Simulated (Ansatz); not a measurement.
**ClF3 (singlet): wave-function methods side by side, cc-pV(D+d)Z**

How much of the correlation energy of ClF3 (singlet) does each wave-function method recover here?

The runs use Ansatz 0.2.0, Gaussian basis; cc-pV(D+d)Z, core rule «outside noble gas», up to 8 orbitals frozen.

Plan: UHF; CCSD(T) on RHF; CCSDT(Q) on RHF.

2 further runs of the same task are left out: 2 set aside as unsound or not needed.

**1. The geometry**

The geometry is an MP2(full)/6-31G* stationary point (not a proven minimum).

4 atoms, charge 0, spin multiplicity 1.

Atoms are counted from 1 here; the program's logs count them from 0.

Bond lengths: Cl1–F2 1.635 Å, Cl1–F3 1.718 Å, Cl1–F4 1.718 Å. Angles: F2–Cl1–F3 86.5°, F2–Cl1–F4 86.5°, F3–Cl1–F4 173.1°.

**2. UHF**

Contents of in.yaml:

```yaml
crystal:
  periodic: [false, false, false]
  atoms:
    - {symbol: Cl, position_ang: [0.000000, 0.000000, 0.378560]}
    - {symbol: F, position_ang: [0.000000, 0.000000, -1.256582]}
    - {symbol: F, position_ang: [0.000000, 1.714544, 0.275074]}
    - {symbol: F, position_ang: [0.000000, -1.714544, 0.275074]}
basis:
  gaussian: {orbitals: "cc-pV(D+d)Z.json"}
magnetization: {spin_polarized: true, initial_magnetization: 0}
hamiltonian: {xc: hf}
output: {orbitals: {seedname: orbitals}}
```

On the command line:

```sh
$ ansatz run in.yaml --threads 1 --pin off --events-out ev --progress --plain --max-ram 4160MiB --backend cpu
```

Further steps of the session: CCSD(T) on RHF; CCSDT(Q) on RHF.

Before running them: what should the planned runs give, taken together? Wanted: RCCSDT(Q) below the RHF energy; RMP2 from RCCSDT(Q); RCCSD from RCCSDT(Q); RCCSD(T) from RCCSDT(Q); T1 diagnostic.

The runs gave:

```
                         quantity         value
   RCCSDT(Q) below the RHF energy   -21.3743 eV
              RMP2 from RCCSDT(Q)  +92.0 kJ/mol
             RCCSD from RCCSDT(Q)  +63.8 kJ/mol
          RCCSD(T) from RCCSDT(Q)  +10.4 kJ/mol
levels within 1 kcal/mol (43 meV)          none
                    T1 diagnostic         0.016
```

**Reading.** RCCSD(T) misses by +10.4 kJ/mol, 0.5 % of the correlation energy. These misses are within one basis, not against nature.
